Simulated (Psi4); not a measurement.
# MP2/def2-TZVPP run of BH3F− (SMILES [BH3-]F)

What is the vertical singlet–triplet gap of BH3F− at MP2/def2-TZVPP? 

The calculation is run with Psi4 1.11.

1 further run of the same task is left out (set aside as unsound or not needed).

**1. The structure to begin with**

BH3F− has 5 atoms, charge -1, and is taken as a singlet. As SMILES, `[BH3-]F`. The coordinates come from a GFN2-xTB relaxation.

Bond lengths: B1–F2 1.447 Å, B1–H3 1.227 Å, B1–H4 1.228 Å, B1–H5 1.228 Å. Angles: F2–B1–H3 108.4°, F2–B1–H4 108.4°, F2–B1–H5 108.4°, H3–B1–H4 110.7°, H3–B1–H5 110.5°, H4–B1–H5 110.5°.

**2. A single-point energy at MP2/def2-TZVPP**

run.py reads:

```python
import numpy as np
from ase.calculators.psi4 import Psi4
from ase import Atoms

mol = Atoms(['B', 'F', 'H', 'H', 'H'], positions=[
    [-0.035750, 0.029280, -0.033890],
    [0.855550, -0.717910, 0.826970],
    [-1.067340, 0.264210, 0.588100],
    [-0.274560, -0.651290, -1.027540],
    [0.522090, 1.075700, -0.353640],
])
calc = Psi4(atoms=mol, method='mp2', basis='def2-TZVPP', memory='1600MB', num_threads=1, charge=-1, multiplicity=1, label='psi4-calc')
calc.psi4.set_options({'puream': True, 'e_convergence': 1e-09, 'd_convergence': 1e-08, 'scf_type': 'pk', 'num_frozen_docc': 2, 'mp2_type': 'conv'})
mol.calc = calc

print(f'energy: {mol.get_potential_energy():.6f} eV')
```

Launch:

```console
$ python run.py
```

psi4-calc.dat:

```text
[...]
  Running in c1 symmetry.
[...]
  Nuclear repulsion =   30.284623548232830
[...]
  Multiplicity = 1
[...]
  Nalpha       = 9
  Nbeta        = 9
[...]
    Number of basis functions: 104
[...]
   @RHF iter   1:  -125.88395990319047   -8.52800e-01   3.61035e-03 DIIS/ADIIS
[...]
   @RHF iter  10:  -125.95339201898840   -1.83320e-12   1.99076e-09 DIIS
[...]
    Orbital Energies [Eh]
    ---------------------
    Doubly Occupied:
       1A    -25.987501     2A     -7.337022     3A     -1.284540
       4A     -0.492994     5A     -0.382889     6A     -0.382831
       7A     -0.342398     8A     -0.185710     9A     -0.185314
[...]
  @RHF Final Energy:  -125.95339201898840
   => Energetics <=
    Nuclear Repulsion Energy =             30.2846235482328296
    One-Electron Energy =                -239.3136341295144121
    Two-Electron Energy =                  83.0756185622931724
    Total Energy =                       -125.9533920189883958
[...]
 Multipole Moments:
 ------------------------------------------------------------------------------------
     Multipole            Electronic (a.u.)      Nuclear  (a.u.)        Total (a.u.)
 ------------------------------------------------------------------------------------
 L = 1.  Multiply by 2.5417464519 to convert [e a0] to [Debye]
 Dipole X            :          2.5132204           -1.9581879            0.5550326
 Dipole Y            :         -2.1120012            1.6446980           -0.4673032
 Dipole Z            :          2.4324482           -1.8942086            0.5382396
 Magnitude           :                                                    0.9034021
[...]
	SCS-MP2 Total Energy (a.u.)        :  -126.35704116781346
	SOS-MP2 Total Energy (a.u.)        :  -126.32679176719563
	SCSN-MP2 Total Energy (a.u.)       :  -126.11310885425057
[...]
	SOS-PI-MP2 Total Energy (a.u.)     :  -126.38902505856350
[...]
	MP2 Total Energy (a.u.)            :  -126.35530667768127
[...]
```

The script printed:

```text
energy: -3438.303026 eV
```

Wall time 4.8 s (1 thread of Intel Xeon 6975P-C (Granite Rapids), shared host); peak memory 0.66 GiB.

**3. The triplet at the same level**

run_ase.py reads:

```python
import numpy as np
from ase.calculators.psi4 import Psi4
from ase import Atoms

atoms = Atoms(['B', 'F', 'H', 'H', 'H'], positions=[
    [-0.035750, 0.029280, -0.033890],
    [0.855550, -0.717910, 0.826970],
    [-1.067340, 0.264210, 0.588100],
    [-0.274560, -0.651290, -1.027540],
    [0.522090, 1.075700, -0.353640],
])
calc = Psi4(atoms=atoms, method='mp2', basis='def2-TZVPP', memory='1600MB', num_threads=1, charge=-1, multiplicity=3, label='calc', reference='uhf')
calc.psi4.set_options({'puream': True, 'e_convergence': 1e-09, 'd_convergence': 1e-08, 'scf_type': 'pk', 'num_frozen_docc': 2, 'mp2_type': 'conv', 'maxiter': 200})
atoms.calc = calc

print(f'energy: {atoms.get_potential_energy():.6f} eV')
```

Launch:

```console
$ python run_ase.py
```

calc.dat:

```text
[...]
  Running in c1 symmetry.
[...]
  Nuclear repulsion =   30.284623548232830
[...]
  Multiplicity = 3
[...]
  Nalpha       = 10
  Nbeta        = 8
[...]
    Number of basis functions: 104
[...]
   @UHF iter   1:  -125.57880108589245   -5.47641e-01   3.63428e-03 DIIS/ADIIS
[...]
   @UHF iter  36:  -125.67700965170496   -2.48406e-11   6.92419e-09 DIIS
[...]
   @S^2 Observed:                2.011773100E+00
[...]
    Orbital Energies [Eh]
    ---------------------
    Alpha Occupied:
       1A    -26.045311     2A     -7.433864     3A     -1.340599
       4A     -0.611309     5A     -0.467019     6A     -0.430926
       7A     -0.429902     8A     -0.329739     9A     -0.258550
      10A      0.130259
    Alpha Virtual:
      11A      0.280176    12A      0.326537    13A      0.329525
      14A      0.409869    15A      0.438455    16A      0.457550
      17A      0.604468    18A      0.686427    19A      0.691227
      20A      0.755384    21A      0.796512    22A      0.838566
      23A      0.881985    24A      0.946829    25A      1.031226
[...]
  @UHF Final Energy:  -125.67700965170496
   => Energetics <=
    Nuclear Repulsion Energy =             30.2846235482328296
    One-Electron Energy =                -238.0277003433707534
    Two-Electron Energy =                  82.0660671434329743
    Total Energy =                       -125.6770096517049637
  UHF NO Occupations:
  HONO-2 :    8  A 1.9958243
  HONO-1 :    9  A 1.0000000
[...]
 Multipole Moments:
 ------------------------------------------------------------------------------------
     Multipole            Electronic (a.u.)      Nuclear  (a.u.)        Total (a.u.)
 ------------------------------------------------------------------------------------
 L = 1.  Multiply by 2.5417464519 to convert [e a0] to [Debye]
 Dipole X            :          1.7615062           -1.9581879           -0.1966816
 Dipole Y            :         -1.5716073            1.6446980            0.0730907
 Dipole Z            :          1.7550686           -1.8942086           -0.1391400
 Magnitude           :                                                    0.2517655
[...]
	SCS-MP2 Total Energy (a.u.)        :  -126.07105629784778
	SOS-MP2 Total Energy (a.u.)        :  -126.03810354691977
	SCSN-MP2 Total Energy (a.u.)       :  -125.85100017660483
[...]
	SOS-PI-MP2 Total Energy (a.u.)     :  -126.09828586278890
[...]
	MP2 Total Energy (a.u.)            :  -126.07677948383464
[...]
```

The script printed:

```text
energy: -3430.723915 eV
```

Run time: 8.4 s. Hardware: 1 thread of Intel Xeon 6975P-C (Granite Rapids), shared host; peak memory 0.68 GiB.

**4. What came out**

At MP2/def2-TZVPP, 2 core orbitals frozen:

```
                                                           quantity          value
                                              singlet: total energy  -126.35531 Eh
                       singlet: HOMO energy (Hartree–Fock orbitals)       -5.04 eV
                       singlet: LUMO energy (Hartree–Fock orbitals)        8.89 eV
     singlet: HOMO–LUMO gap (to an unbound level, set by the basis)       13.93 eV
               singlet: correlation energy (2 core orbitals frozen)     -401.9 mEh
                                              triplet: total energy  -126.07678 Eh
triplet: HOMO energy (Hartree–Fock orbitals) (highest over α and β)        3.54 eV
               triplet: correlation energy (2 core orbitals frozen)     -399.8 mEh
                         triplet: ⟨S²⟩ of the reference determinant          2.012
                   vertical energy of the triplet above the singlet       7.579 eV
```

**Reading.** At this shape the triplet lies 7.58 eV (175 kcal/mol) above the singlet. For an anion a state so high probably lies above electron detachment. The HOMO (triplet) lies at positive energy, 3.54 eV: the electron is unbound at this level or held by a compact basis; values depend on the basis.
